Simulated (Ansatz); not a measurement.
Compare A (`NCC1CO1`) with its isomer B (`COC(C)=N`).

Computed with Ansatz on PBE0-D4/def2-TZVP structures; ΔE is electronic, products minus reactants. CCSD(T)/CBS adds triple-zeta CCSD(T) − MP2 to the extrapolated MP2 energy (def2 sets, frozen cores). DFT in def2-TZVPP. B3LYP here is the variant with VWN-RPA as its local correlation; programs differ in this. One conformer a species, not always the lowest.

A:

Z-matrix (Å, degrees):
```
C
C 1 1.505
N 1 1.451 2 114.6
H 1 1.094 2 108.5 3 -122.4
H 1 1.094 2 109.3 3 121.9
O 2 1.418 1 117.0 3 162.6
C 2 1.459 1 121.5 3 94.0
H 2 1.092 1 115.4 3 -58.9
H 3 1.013 1 110.7 2 -55.4
H 3 1.012 1 111.0 2 63.5
H 7 1.088 2 119.1 1 1.2
H 7 1.087 2 120.1 1 -152.1
```

B:

```xyz
12

C    -0.496    0.876   -1.656
O    -0.727    0.501   -0.308
C     0.237   -0.228    0.274
C    -0.135   -0.551    1.686
N     1.282   -0.550   -0.362
H    -1.369    1.452   -1.957
H     0.410    1.478   -1.740
H    -0.381   -0.006   -2.289
H    -0.283    0.371    2.252
H     0.639   -1.147    2.167
H    -1.079   -1.099    1.707
H     1.902   -1.097    0.225
```

Problem. Which isomer does CCSD(T)/CBS put lower? Give the gap. (Best estimate.)

Solution. Ansatz gave: B, by 108.3 kJ/mol.

Problem. Give E(B) − E(A) in kJ/mol with B3LYP, CCSD/def2-TZVPP, MP2/def2-TZVPP, PBE0-D4, PBE-D4, r2SCAN-D4, HF/def2-TZVPP. (An estimate is asked.)

Solution. Ansatz gave: B3LYP -120.0, CCSD/def2-TZVPP -109.1, MP2/def2-TZVPP -104.7, PBE0-D4 -101.8, PBE-D4 -105.3, r2SCAN-D4 -113.0, HF/def2-TZVPP -128.1. None reverses the order clearly.

Largest T1 diagnostic: 0.013.

From PBE to PBE0 (25 % exact exchange), in def2-TZVPP and without D4, E(B) − E(A) moves by +3.4 kJ/mol. In def2-TZVPP, CCSD(T) changes the Hartree–Fock value by +17.8 kJ/mol (the triples alone add −1.2 kJ/mol) and MP2 by +23.5 kJ/mol.
